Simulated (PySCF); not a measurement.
Unknowns

Theory: shielding tensors at PBE0/pcSseg-1 (GIAO), GFN2-xTB geometry, spin–spin couplings from B3LYP/pcJ-1, in PySCF (fast rotation and ring inversion assumed for equivalent nuclei, no solvent model, non-relativistic, one conformer).

Referencing at the same level of theory: ¹H (σref 31.72) and ¹³C (σref 186.93) vs TMS. Multiplet labels drop J under 1 Hz and among equivalent protons, and merge close values. Unscaled 3J(H,H) run several per cent high. Splittings of carbon signals by F and P are missing where no couplings were computed. Where no couplings were computed, multiplicities follow the n + 1 count of equivalent neighbours, and m marks all less simple cases (inequivalent or close neighbours, rings, F or P nearby). One-bond C–F couplings are unscaled and too large by tens of Hz. Shifts are as computed. Against solution values, carbons near 30 ppm lie about +3 ppm off and those near 130 ppm about +5 ppm; carbons on Cl a further +6 ppm. Of 1211 compounds with measured shifts, 218 miss one by over three times the rms of a fit or turn the order of signals round; such compounds aren't used in these exercises. Carbons bonded to Cl come out too deshielded.

Task: C2H2FN. ¹H NMR (600 MHz, computed): δ 5.26 (d, J = 52.7 Hz, 2H). ¹³C{¹H} NMR (computed): δ 119.0 (C, d, J = 22.0 Hz), 69.2 (CH2, d, J = 239.1 Hz). Give a structure.

Result: SMILES N#CCF. The formula gives 2 degrees of unsaturation (no ring in the answer). 2 carbon signals for 2 carbons: no two carbons are equivalent. Carbon types of the structure: 1 × C, 1 × CH2, which accounts for all hydrogens. δC 119.0: nitrile carbon; C≡N carbons fall here, among the sp2 signals but without a proton. δC 69.2: sp3 CH2 bonded to F, α to a nitrile; pulled downfield by the heteroatom. δH 5.26: hydrogen on an sp3 CH2 bonded to F, α to a nitrile; its carbon carries F, hence the downfield position.

Task: C7H8ClFO. ¹H NMR (400 MHz, computed): δ 7.58 (m, 1H), 6.53 (m, 1H), 6.08 (m, 1H), 2.88 (q, 2H), 1.09 (t, 3H). ¹³C{¹H} NMR (computed): δ 164.9 (C), 162.9 (C), 141.1 (CH), 135.3 (C), 134.9 (CH2), 32.3 (CH2), 14.6 (CH3). Identify the compound.

Result: `C=C/C(Cl)=C(/CC)C(=O)F`. Rings plus π bonds: 3 (no ring in the answer). 7 carbon signals for 7 carbons: no two carbons are equivalent. Carbon types of the structure: 3 × C, 1 × CH, 2 × CH2, 1 × CH3, which accounts for all hydrogens. δC 162.9: β carbon of a C=C–C=O unit; conjugation with the carbonyl draws π density from the β position. δC 141.1: alkene CH; the olefinic region. δC 135.3: α carbon of a C=C–C=O unit; an sp2 carbon of a C=C bond. δC 134.9: terminal =CH2 carbon; as expected for a trigonal carbon in a double bond.

This is the structure that produced the data.
